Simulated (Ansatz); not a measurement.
Reaction (substitution at a C–C bond): `N#CCCl` + HCl → `ClCCl` + `C#N`

Calculated with Ansatz (gas phase, PBE0-D4/def2-TZVP geometries, no zero-point term in ΔE). CCSD(T)/CBS adds triple-zeta CCSD(T) − MP2 to the extrapolated MP2 energy (def2 sets, frozen cores). This one scheme is used for every species.

```json
{"species": "`N#CCCl`", "CCSD(T)/CBS(def2) energy (Eh)": "-591.75758"}
{"species": "HCl", "CCSD(T)/CBS(def2) energy (Eh)": "-460.38127"}
{"species": "`ClCCl`", "CCSD(T)/CBS(def2) energy (Eh)": "-958.80256"}
{"species": "`C#N`", "CCSD(T)/CBS(def2) energy (Eh)": "-93.32098"}
```

Work out ΔE.

ΔE = (-958.80256) + (-93.32098) − (-591.75758) − (-460.38127) = 0.01531 Eh = +40.2 kJ/mol.

Largest T1 diagnostic among the species: 0.014.

At CCSD(T), def2-SVP lies +15.4 kJ/mol from the extrapolated value and def2-TZVPP +4.9 kJ/mol. Leaving LDA and LC-ωPBE aside and taking each functional with its dispersion term where it has one, the values, not all of them listed here, spread over 8.1 kJ/mol, from BLYP-D4 to B97M-V. LDA lies +6.6 kJ/mol from PBE without D4.
